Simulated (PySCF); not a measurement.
# BN2H5: NMR shifts and spin-spin couplings

Aim: predict the NMR shifts and spin-spin couplings of BN2H5 (`NBN`).

Computed with PySCF 2.14.0, with density-fitted response routines of our own, on a single molecule in the gas phase. Atoms count from 0, in the outputs and in this text.

## (1) The starting structure

8 atoms, charge 0, multiplicity 1; geometry from: GFN2-xTB.

Bonds of the start (Å): N0–B1 1.40, B1–N2 1.40, N0–H3 1.00, N0–H4 1.00, B1–H5 1.17, N2–H6 1.00, N2–H7 1.00.

## (2) NMR shieldings: PBE0/pcSseg-1

What the job is given:

```
{"job": {"kind": "nmr", "xc": "PBE0", "basis": "pcSseg-1"}, "charge": 0, "multiplicity": 1}
N     -1.218370    -0.082012    -0.128587
B      0.082030    -0.437428     0.254364
N      1.164334     0.394914    -0.061881
H     -2.026832    -0.638666     0.076176
H     -1.436504     0.761121    -0.629850
H      0.263182    -1.434744     0.842738
H      2.113151     0.186298     0.186567
H      1.068066     1.259929    -0.564092
```

With the program's defaults for keys left out, this is: GIAO PBE0/pcSseg-1 NMR shielding, non-relativistic, gas phase.

**Question.** This job is followed by: B3LYP/pcJ-1 indirect spin-spin coupling, non-relativistic, gas phase. Predict these results of the whole session: ¹H shifts against TMS (PBE0/pcSseg-1, means over atoms taken as alike); ¹⁵N shifts against NH3 (PBE0/pcSseg-1, means over atoms taken as alike); ¹¹B shifts against BF3·OEt2 (PBE0/pcSseg-1); largest coupling of the table (B3LYP/pcJ-1).

As calculated:

| quantity | value |
| --- | --- |
| ¹H shifts against TMS (PBE0/pcSseg-1, means over atoms taken as alike) | 4.08, 2.25 ppm |
| ¹⁵N shifts against NH3 (PBE0/pcSseg-1, means over atoms taken as alike) | 67.6 ppm |
| ¹¹B shifts against BF3·OEt2 (PBE0/pcSseg-1) | 22.1 ppm |
| largest coupling of the table (B3LYP/pcJ-1) | ¹J(B,H) B1–H5, 135.1 Hz |

**Reading.** At PBE0/pcSseg-1: The widest tensor belongs to N0, N2: span 104 ppm, with a paramagnetic part of -117 ppm. Of the pairs tabulated at B3LYP/pcJ-1, B1–H5 couples most strongly (135.1 Hz; Fermi contact 134.8 Hz).
